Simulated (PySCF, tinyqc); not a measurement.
FCI on RHF in the sto-3g basis, frozen core, for LiH, spin multiplicity 1, step by step. The lowest restricted solution is unstable here: a spin-polarised one lies 0.0557 hartree lower (PySCF). Computed by tinyqc, a small Python program that keeps every step (integrals from PySCF). Settings: charge = 0, multiplicity = 1, basis = sto-3g, method = RHF, frozen orbitals = 1, energy threshold = 1e-10, iteration cap = 50, orthogonalisation = symmetric, start = Wolfsberg-Helmholz matrix, DIIS depth = 6, ci = FCI. Command: `OMP_NUM_THREADS=1 python tinyqc.py 28037 28038 out.jsonl` (the two numbers bound the seeds that draw the settings). One thread of a shared host (Intel(R) Xeon(R) Processor @ 2.60GHz), about 0.1 s of CPU time with the checks. The early iterations of the SCF are left out here.

## One-electron integrals

Geometry (angstrom):
```
atom         x         y         z
Li    0.000000  0.000000  0.000000
H     0.000000  0.000000  2.786000
```

Basis sto-3g: exponents (1/bohr^2) and contraction coefficients of normalised primitives:
```
element  l (shell)   exponent  coefficient
Li           s (1)  16.119575     0.154329
Li           s (1)   2.936201     0.535328
Li           s (1)   0.794651     0.444635
Li           s (2)   0.636290    -0.099967
Li           s (2)   0.147860     0.399513
Li           s (2)   0.048089     0.700115
Li           p (3)   0.636290     0.155916
Li           p (3)   0.147860     0.607684
Li           p (3)   0.048089     0.391957
H            s (1)   3.425251     0.154329
H            s (1)   0.623914     0.535328
H            s (1)   0.168855     0.444635
```

Overlap, kinetic and nuclear-attraction integrals over the contracted functions; the nuclear repulsion is the sum of Za Zb / Rab.

nuclear repulsion = 0.56982471 hartree

overlap S, order 1Li 1s, 1Li 2s, 1Li 2px, 1Li 2py, 1Li 2pz, 2H 1s:
$$\begin{pmatrix}
1.000000 & 0.241137 & 0.000000 & 0.000000 & 0.000000 & 0.003707 \\
0.241137 & 1.000000 & 0.000000 & 0.000000 & 0.000000 & 0.151883 \\
0.000000 & 0.000000 & 1.000000 & 0.000000 & 0.000000 & 0.000000 \\
0.000000 & 0.000000 & 0.000000 & 1.000000 & 0.000000 & 0.000000 \\
0.000000 & 0.000000 & 0.000000 & 0.000000 & 1.000000 & 0.233046 \\
0.003707 & 0.151883 & 0.000000 & 0.000000 & 0.233046 & 1.000000
\end{pmatrix}$$

kinetic energy T (hartree), order 1Li 1s, 1Li 2s, 1Li 2px, 1Li 2py, 1Li 2pz, 2H 1s:
$$\begin{pmatrix}
3.576786 & -0.020237 & 0.000000 & 0.000000 & 0.000000 & -0.002777 \\
-0.020237 & 0.102163 & 0.000000 & 0.000000 & 0.000000 & -0.000310 \\
0.000000 & 0.000000 & 0.319682 & 0.000000 & 0.000000 & 0.000000 \\
0.000000 & 0.000000 & 0.000000 & 0.319682 & 0.000000 & 0.000000 \\
0.000000 & 0.000000 & 0.000000 & 0.000000 & 0.319682 & 0.011441 \\
-0.002777 & -0.000310 & 0.000000 & 0.000000 & 0.011441 & 0.760032
\end{pmatrix}$$

nuclear attraction V (hartree), order 1Li 1s, 1Li 2s, 1Li 2px, 1Li 2py, 1Li 2pz, 2H 1s:
$$\begin{pmatrix}
-8.172823 & -1.010145 & 0.000000 & 0.000000 & -0.005312 & -0.013626 \\
-1.010145 & -1.394830 & 0.000000 & 0.000000 & -0.061320 & -0.205446 \\
0.000000 & 0.000000 & -1.371314 & 0.000000 & 0.000000 & 0.000000 \\
0.000000 & 0.000000 & 0.000000 & -1.371314 & 0.000000 & 0.000000 \\
-0.005312 & -0.061320 & 0.000000 & 0.000000 & -1.412435 & -0.317470 \\
-0.013626 & -0.205446 & 0.000000 & 0.000000 & -0.317470 & -1.796437
\end{pmatrix}$$

core Hamiltonian H = T + V (hartree), order 1Li 1s, 1Li 2s, 1Li 2px, 1Li 2py, 1Li 2pz, 2H 1s:
$$\begin{pmatrix}
-4.596037 & -1.030382 & 0.000000 & 0.000000 & -0.005312 & -0.016403 \\
-1.030382 & -1.292666 & 0.000000 & 0.000000 & -0.061320 & -0.205756 \\
0.000000 & 0.000000 & -1.051632 & 0.000000 & 0.000000 & 0.000000 \\
0.000000 & 0.000000 & 0.000000 & -1.051632 & 0.000000 & 0.000000 \\
-0.005312 & -0.061320 & 0.000000 & 0.000000 & -1.092753 & -0.306029 \\
-0.016403 & -0.205756 & 0.000000 & 0.000000 & -0.306029 & -1.036405
\end{pmatrix}$$

## Two-electron integrals

Functions are numbered as in S; the eight-fold symmetry (ij|kl) = (ji|kl) = (kl|ij) leaves the list below.

Two-electron integrals (ij|kl) in chemists' order, unique and non-zero (hartree):
```
(11|11) 1.680395   (21|11) 0.265420   (21|21) 0.049941   (22|11) 0.397727
(22|21) 0.092860   (22|22) 0.290562   (31|31) 0.008981   (32|31) 0.013788
(32|32) 0.064184   (33|11) 0.396640   (33|21) 0.092880   (33|22) 0.290497
(33|33) 0.312946   (41|41) 0.008981   (42|41) 0.013788   (42|42) 0.064184
(43|43) 0.016869   (44|11) 0.396640   (44|21) 0.092880   (44|22) 0.290497
(44|33) 0.279207   (44|44) 0.312946   (51|51) 0.008981   (52|51) 0.013788
(52|52) 0.064184   (53|53) 0.016869   (54|54) 0.016869   (55|11) 0.396640
(55|21) 0.092880   (55|22) 0.290497   (55|33) 0.279207   (55|44) 0.279207
(55|55) 0.312946   (61|11) 0.003622   (61|21) 0.000705   (61|22) 0.001402
(61|33) 0.001378   (61|44) 0.001378   (61|51) 0.000113   (61|52) 0.000232
(61|55) 0.001452   (61|61) 0.000012   (62|11) 0.036685   (62|21) 0.008804
(62|22) 0.033490   (62|33) 0.031469   (62|44) 0.031469   (62|51) 0.001216
(62|52) 0.010578   (62|55) 0.037493   (62|61) 0.000162   (62|62) 0.010068
(63|31) 0.000321   (63|32) 0.002168   (63|53) 0.001139   (63|63) 0.000358
(64|41) 0.000321   (64|42) 0.002168   (64|54) 0.001139   (64|64) 0.000358
(65|11) 0.054684   (65|21) 0.013151   (65|22) 0.050633   (65|33) 0.047328
(65|44) 0.047328   (65|51) 0.001877   (65|52) 0.016521   (65|55) 0.057181
(65|61) 0.000245   (65|62) 0.015879   (65|65) 0.025089   (66|11) 0.189940
(66|21) 0.045800   (66|22) 0.186841   (66|33) 0.173982   (66|44) 0.173982
(66|51) 0.005309   (66|52) 0.059549   (66|55) 0.212228   (66|61) 0.000827
(66|62) 0.077954   (66|65) 0.124558   (66|66) 0.774606
```

## Orthogonalisation

S = U s U^T; symmetric (Loewdin) form X = U s^(-1/2) U^T, so that X^T S X = 1.

eigenvalues of S: [0.676780, 0.825292, 1.000000, 1.000000, 1.171123, 1.326805]

X, order 1Li 1s, 1Li 2s, 1Li 2px, 1Li 2py, 1Li 2pz, 2H 1s:
$$\begin{pmatrix}
1.023116 & -0.126945 & 0.000000 & 0.000000 & -0.002622 & 0.013202 \\
-0.126945 & 1.032701 & 0.000000 & 0.000000 & 0.014643 & -0.082615 \\
0.000000 & 0.000000 & 1.000000 & 0.000000 & 0.000000 & 0.000000 \\
0.000000 & 0.000000 & 0.000000 & 1.000000 & 0.000000 & 0.000000 \\
-0.002622 & 0.014643 & 0.000000 & 0.000000 & 1.021610 & -0.122599 \\
0.013202 & -0.082615 & 0.000000 & 0.000000 & -0.122599 & 1.031112
\end{pmatrix}$$

## Iteration 9 (converged): orbitals

converged F (hartree), order 1Li 1s, 1Li 2s, 1Li 2px, 1Li 2py, 1Li 2pz, 2H 1s:
$$\begin{pmatrix}
-2.379285 & -0.645346 & 0.000000 & 0.000000 & 0.011988 & -0.009807 \\
-0.645346 & -0.203215 & 0.000000 & 0.000000 & -0.033854 & -0.142505 \\
0.000000 & 0.000000 & 0.153129 & 0.000000 & 0.000000 & 0.000000 \\
0.000000 & 0.000000 & 0.000000 & 0.153129 & 0.000000 & 0.000000 \\
0.011988 & -0.033854 & 0.000000 & 0.000000 & 0.099619 & -0.140763 \\
-0.009807 & -0.142505 & 0.000000 & 0.000000 & -0.140763 & -0.051095
\end{pmatrix}$$

Diagonalise F' = X^T F X, C = X C', fill 2 alpha and 2 beta electrons from the bottom; D = 2 C_occ C_occ^T. Each column has its largest component positive (the first on a tie).

F' = X^T F X (hartree):
$$\begin{pmatrix}
-2.326069 & -0.358855 & 0.000000 & 0.000000 & 0.010657 & 0.027728 \\
-0.358855 & -0.062805 & 0.000000 & 0.000000 & -0.007031 & -0.140525 \\
0.000000 & 0.000000 & 0.153129 & 0.000000 & 0.000000 & 0.000000 \\
0.000000 & 0.000000 & 0.000000 & 0.153129 & 0.000000 & 0.000000 \\
0.010657 & -0.007031 & 0.000000 & 0.000000 & 0.137882 & -0.156818 \\
0.027728 & -0.140525 & 0.000000 & 0.000000 & -0.156818 & 0.005655
\end{pmatrix}$$

orbital energies (hartree): MO1 -2.381658, MO2 -0.188973, MO3 0.060751, MO4 0.153129, MO5 0.153129, MO6 0.264542

coefficients C, order 1Li 1s, 1Li 2s, 1Li 2px, 1Li 2py, 1Li 2pz, 2H 1s:
$$\begin{pmatrix}
0.991678 & -0.153442 & -0.217954 & 0.000000 & 0.000000 & -0.092670 \\
0.032470 & 0.556245 & 0.801028 & 0.000000 & 0.000000 & 0.370834 \\
0.000000 & 0.000000 & 0.000000 & 0.607831 & 0.794066 & 0.000000 \\
0.000000 & 0.000000 & 0.000000 & 0.794066 & -0.607831 & 0.000000 \\
-0.004027 & 0.290380 & -0.534975 & 0.000000 & 0.000000 & 0.829701 \\
-0.001922 & 0.652693 & -0.326130 & 0.000000 & 0.000000 & -0.743538
\end{pmatrix}$$

D after iteration 9, order 1Li 1s, 1Li 2s, 1Li 2px, 1Li 2py, 1Li 2pz, 2H 1s:
$$\begin{pmatrix}
2.013941 & -0.106303 & 0.000000 & 0.000000 & -0.097101 & -0.204114 \\
-0.106303 & 0.620927 & 0.000000 & 0.000000 & 0.322784 & 0.725990 \\
0.000000 & 0.000000 & 0.000000 & 0.000000 & 0.000000 & 0.000000 \\
0.000000 & 0.000000 & 0.000000 & 0.000000 & 0.000000 & 0.000000 \\
-0.097101 & 0.322784 & 0.000000 & 0.000000 & 0.168674 & 0.379074 \\
-0.204114 & 0.725990 & 0.000000 & 0.000000 & 0.379074 & 0.852024
\end{pmatrix}$$

Within a degenerate level the vectors are fixed only up to a rotation; this is one choice.

## Convergence

Stop when the energy changes by less than 1e-10 hartree and every element of the error matrix X^T (F D S - S D F) X is below 3e-06.

Course of the cycle:
```
iteration  E (hartree)     change  largest element of the error matrix
1          -7.70315715          -                             1.11e-01
2          -7.72410627  -2.09e-02                             3.73e-02
3          -7.73076044  -6.65e-03                             2.06e-02
4          -7.73533732  -4.58e-03                             1.33e-02
5          -7.73559491  -2.58e-04                             3.71e-03
6          -7.73566281  -6.79e-05                             1.09e-03
7          -7.73566634  -3.53e-06                             1.25e-04
8          -7.73566639  -5.32e-08                             3.18e-06
9          -7.73566639  -2.31e-11                             2.84e-07
```

PySCF RHF in the same basis = -7.73566639 hartree

Converged in 9 iterations.

## Integrals over molecular orbitals

(pq|rs) = sum C_ip C_jq C_kr C_ls (ij|kl), one index at a time.

one-electron integrals over orbitals h = C^T H C (hartree):
$$\begin{pmatrix}
-4.587461 & 0.099585 & 0.156713 & 0.000000 & 0.000000 & 0.044001 \\
0.099585 & -1.147400 & -0.016758 & 0.000000 & 0.000000 & -0.079879 \\
0.156713 & -0.016758 & -1.061256 & 0.000000 & 0.000000 & -0.005862 \\
0.000000 & 0.000000 & 0.000000 & -1.051632 & 0.000000 & 0.000000 \\
0.000000 & 0.000000 & 0.000000 & 0.000000 & -1.051632 & 0.000000 \\
0.044001 & -0.079879 & -0.005862 & 0.000000 & 0.000000 & -1.019770
\end{pmatrix}$$

Two-electron integrals over orbitals (pq|rs), unique and non-zero (hartree); the lowest 1 orbital is frozen and left out:
```
(22|22) 0.412423    (32|22) -0.080322   (32|32) 0.046338    (33|22) 0.218815
(33|32) 0.018096    (33|33) 0.306071    (42|42) 0.021233    (43|42) 0.023041
(43|43) 0.040972    (44|22) 0.221541    (44|32) 0.029226    (44|33) 0.271489
(44|44) 0.312946    (52|52) 0.021233    (53|52) 0.023041    (53|53) 0.040972
(54|54) 0.016869    (55|22) 0.221541    (55|32) 0.029226    (55|33) 0.271489
(55|44) 0.279207    (55|55) 0.312946    (62|22) -0.096473   (62|32) 0.065669
(62|33) 0.006045    (62|44) 0.048412    (62|55) 0.048412    (62|62) 0.128435
(63|22) 0.075176    (63|32) -0.039036   (63|33) -0.035416   (63|44) -0.018106
(63|55) -0.018106   (63|62) -0.050662   (63|63) 0.049477    (64|42) 0.015779
(64|43) 0.008362    (64|64) 0.017210    (65|52) 0.015779    (65|53) 0.008362
(65|65) 0.017210    (66|22) 0.369773    (66|32) -0.050915   (66|33) 0.246429
(66|44) 0.249805    (66|55) 0.249805    (66|62) -0.053163   (66|63) 0.045764
(66|66) 0.358440
```

## FCI: determinants and Hamiltonian

one-electron integrals dressed by the frozen orbital, h + 2 (pq|11) - (p1|1q) (hartree), order 2, 3, 4, 5, 6:
$$\begin{pmatrix}
-0.601396 & 0.080322 & 0.000000 & 0.000000 & 0.096473 \\
0.080322 & -0.330540 & 0.000000 & 0.000000 & -0.084684 \\
0.000000 & 0.000000 & -0.268719 & 0.000000 & 0.000000 \\
0.000000 & 0.000000 & 0.000000 & -0.268719 & 0.000000 \\
0.096473 & -0.084684 & 0.000000 & 0.000000 & -0.346568
\end{pmatrix}$$

energy of the frozen orbital, 2 h_11 + (11|11) = -7.51512285 hartree

Hartree-Fock energy = -7.73566639 hartree

Slater-Condon rules over spin orbitals, with the nuclear repulsion and the energy of the frozen orbital added and E(HF) subtracted on the diagonal. Only determinants linked to the reference directly or through others are kept (one block of an abelian symmetry group), so some states are absent.

Occupation strings over the orbitals (2 doubly, a alpha, b beta, 0 empty; spin orbitals ordered 1a 1b 2a 2b ...): 220000 2ab000 2a000b 2ba000 2b000a 202000 20a00b 200200 200020 20b00a 200002

H - E(HF) between determinants (hartree):
```
           220000     2ab000     2a000b     2ba000     2b000a     202000     20a00b     200200
220000   0.000000   0.000000   0.000000   0.000000   0.000000   0.046338   0.065669   0.021233
2ab000   0.000000   0.077248  -0.009507  -0.046338  -0.065669   0.098419  -0.039036   0.023041
2a000b   0.000000  -0.009507   0.212177  -0.065669  -0.128435  -0.039036   0.029407   0.015779
2ba000   0.000000  -0.046338  -0.065669   0.077248  -0.009507  -0.098419  -0.102518  -0.023041
2b000a   0.000000  -0.065669  -0.128435  -0.009507   0.212177   0.039036   0.050662  -0.015779
202000   0.046338   0.098419  -0.039036  -0.098419   0.039036   0.435359  -0.120100   0.040972
20a00b   0.065669  -0.039036   0.029407  -0.102518   0.050662  -0.120100   0.359689   0.008362
200200   0.021233   0.023041   0.015779  -0.023041  -0.015779   0.040972   0.008362   0.565876
200020   0.021233   0.023041   0.015779  -0.023041  -0.015779   0.040972   0.008362   0.016869
20b00a  -0.065669  -0.102518   0.050662  -0.039036   0.029407   0.120100  -0.049477  -0.008362
200002   0.128435  -0.050662   0.043309   0.050662  -0.043309   0.049477  -0.038920   0.017210

           200020     20b00a     200002
220000   0.021233  -0.065669   0.128435
2ab000   0.023041  -0.102518  -0.050662
2a000b   0.015779   0.050662   0.043309
2ba000  -0.023041  -0.039036   0.050662
2b000a  -0.015779   0.029407  -0.043309
202000   0.040972   0.120100   0.049477
20a00b   0.008362  -0.049477  -0.038920
200200   0.016869  -0.008362   0.017210
200020   0.565876  -0.008362   0.017210
20b00a  -0.008362   0.359689   0.038920
200002   0.017210   0.038920   0.455671
```

## FCI: roots

Diagonalise (each vector has its largest component positive (the first on a tie)); all determinants have Ms = 0, so triplets appear too. The lowest singlet root is the correlation energy.

lowest roots of this matrix, relative to E(HF) (hartree): [-0.071429, -0.042934, 0.004106, 0.064873, 0.321481, 0.357825, 0.402925, 0.499818]

lowest vectors, order 220000, 2ab000, 2a000b, 2ba000, 2b000a, 202000, 20a00b, 200200, 200020, 20b00a, 200002:
$$\begin{pmatrix}
0.885615 & 0.000000 & -0.284721 & 0.000000 \\
0.140263 & 0.631392 & 0.559575 & -0.156347 \\
-0.029364 & 0.250655 & -0.176295 & 0.623880 \\
-0.140263 & 0.631392 & -0.559575 & -0.156347 \\
0.029364 & 0.250655 & 0.176295 & 0.623880 \\
-0.218856 & 0.000000 & -0.359520 & 0.000000 \\
-0.210766 & 0.196254 & -0.132564 & -0.293818 \\
-0.013017 & 0.000000 & -0.002860 & 0.000000 \\
-0.013017 & 0.000000 & -0.002860 & 0.000000 \\
0.210766 & 0.196254 & 0.132564 & -0.293818 \\
-0.193735 & 0.000000 & 0.257117 & 0.000000
\end{pmatrix}$$

<S^2> of these roots: [0.000000, 2.000000, 0.000000, 2.000000, 0.000000, 0.000000, 2.000000, 0.000000]

weight of the ground state by excitation level 0, 1, 2, ...: [0.784313, 0.041072, 0.174615]

The reference has a weight of only 0.78: one determinant is a poor start here. A root of higher spin lies below E(HF).
